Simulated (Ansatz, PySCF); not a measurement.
Gas-phase enthalpy of formation at 298 K, by the atomisation route, of C=CC (SMILES; C3H6, prop-1-ene). Structures are relaxed separately at B3LYP-D3(BJ)/def2-TZVP in Ansatz (an electronic-structure program). Cores are frozen in the correlated levels unless marked. UHF or UKS for open shells. Spin-orbit coupling is left out. No relativistic terms. Basis-set limits of correlation are two-point, X^-3; Hartree-Fock from the larger set. [CCSD(T)-MP2]/basis is that difference in the basis named. Thermal terms are rigid-rotor harmonic-oscillator values from B3LYP-D3(BJ) frequencies (PySCF) at 298.15 K and 1 atm. 1 Eh = 627.5095 kcal/mol.

| species | count | E, RI-MP2/CBS(aug-cc-pVTZ,aug-cc-pVQZ)+[CCSD(T)-MP2]/aug-cc-pVTZ (Ansatz) (Eh) | E, PBE/def2-TZVPD (Ansatz) (Eh) | measured ΔHf at 0 K (kcal/mol) | H(298) - H(0) of the element (kcal/mol) |
|---|---|---|---|---|---|
| C=CC | 1 | -117.74462 | -117.77694 | - | - |
| C atom | 3 | -37.79159 | -37.79605 | 169.98 | 0.25 |
| H atom | 6 | -0.49995 | -0.49962 | 51.63 | 1.01 |

Molecule: zero-point energy 49.87, H(298) - H(0) 3.15 kcal/mol. The route leaves out scalar relativity and anharmonic zero-point terms, the atoms' spin-orbit terms, and in the frozen-core level the core correlation. Atomic data: G2/97 table in ASE.

**Question.** Work out De, D0 and ΔHf at 0 and 298 K at both levels, and their errors against the measured value.

**Answer.** 
The atoms' values sum to 819.72 (0 K) and 6.81 (thermal), in kcal/mol.
- RI-MP2/CBS(aug-cc-pVTZ,aug-cc-pVQZ)+[CCSD(T)-MP2]/aug-cc-pVTZ: De = 859.78; D0 = 859.78 - 49.87 = 809.91; ΔHf(0 K) = 819.72 - 809.91 = 9.81; ΔHf(298 K) = 9.81 + 3.15 - 6.81 = 6.15; error +1.2.
- PBE/def2-TZVPD: De = 872.91; D0 = 872.91 - 49.87 = 823.04; ΔHf(0 K) = 819.72 - 823.04 = -3.32; ΔHf(298 K) = -3.32 + 3.15 - 6.81 = -6.98; error -11.9.
Measured: 4.9 kcal/mol (Active Thermochemical Tables 1.112 (ions: stationary electron), as tabulated in the package chemicals).
